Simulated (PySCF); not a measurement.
Job file and geometry (Å, from GFN2-xTB) of an NMR shielding run on `FC1=CP1P`, C₂H₃FP₂, GIAO PBE0/pcSseg-1 NMR shielding, non-relativistic, gas phase (PySCF 2.14.0, density-fitted response routines); density fitting, a coarse starting grid and PySCF grid level 2 are the driver's defaults:

```
{"job": {"kind": "nmr", "xc": "PBE0", "basis": "pcSseg-1"}, "charge": 0, "multiplicity": 1}
F     -1.947744     1.751333    -0.220760
C     -1.307411     0.616898    -0.039845
C     -1.371749    -0.666579    -0.254059
P      0.156605    -0.186620     0.702794
P      1.637037     0.053801    -0.891426
H     -1.938647    -1.464295    -0.676939
H      2.398421     0.940938    -0.131204
H      2.382544    -1.036065    -0.443457
```

Question: Write the output of this run.

Answer: 
```
coarse grid: 8368 points
cycle   1  E = -859.9082599842  dE =  7.295e-01  |g| = 4.063e-01  |ddm| = 2.894e+00
cycle   2  E = -859.8821564380  dE =  2.610e-02  |g| = 5.451e-01  |ddm| = 6.205e-01
cycle   3  E = -859.9364785674  dE = -5.432e-02  |g| = 9.038e-02  |ddm| = 4.106e-01
cycle   4  E = -859.9381972702  dE = -1.719e-03  |g| = 4.667e-02  |ddm| = 1.245e-01
cycle   5  E = -859.9386568073  dE = -4.595e-04  |g| = 7.495e-03  |ddm| = 4.152e-02
cycle   6  E = -859.9386670604  dE = -1.025e-05  |g| = 2.610e-03  |ddm| = 1.134e-02
cycle   7  E = -859.9386686951  dE = -1.635e-06  |g| = 7.956e-04  |ddm| = 4.250e-03
final grid: 73992 points
cycle   8  E = -859.9754492020  dE = -1.489e-05  |g| = 6.563e-03  |ddm| = 2.158e-02
cycle   9  E = -859.9754341121  dE =  1.509e-05  |g| = 1.012e-02  |ddm| = 1.895e-02
cycle  10  E = -859.9754605275  dE = -2.642e-05  |g| = 6.046e-04  |ddm| = 1.186e-02
cycle  11  E = -859.9754605891  dE = -6.170e-08  |g| = 2.921e-04  |ddm| = 8.152e-04
cycle  12  E = -859.9754606065  dE = -1.736e-08  |g| = 8.375e-05  |ddm| = 3.306e-04
cycle  13  E = -859.9754606081  dE = -1.625e-09  |g| = 2.938e-05  |ddm| = 9.945e-05
cycle  14  E = -859.9754606083  dE = -2.160e-10  |g| = 5.027e-06  |ddm| = 3.399e-05
converged SCF energy = -859.9754606083

GIAO shielding tensors (ppm)
atom      isotropic    diamagn.    paramagn.     s11        s22        s33       span
  0 F      298.662     471.527    -172.865    147.247    232.926    515.813    368.567
  1 C        9.382     256.550    -247.168   -139.972     54.288    113.831    253.803
  2 C      102.095     262.001    -159.906    -13.343    128.502    191.125    204.468
  3 P      420.472     963.247    -542.775    128.371    293.877    839.168    710.796
  4 P      493.663     966.099    -472.437    413.252    446.925    620.810    207.558
  5 H       25.682      31.556      -5.874     22.163     24.887     29.997      7.834
  6 H       29.159      29.433      -0.274     24.820     27.137     35.520     10.700
  7 H       29.163      29.482      -0.319     24.965     27.218     35.305     10.340
```

Size and cost of the density-fitted run: 114 basis functions, of the order of 20 core-seconds.
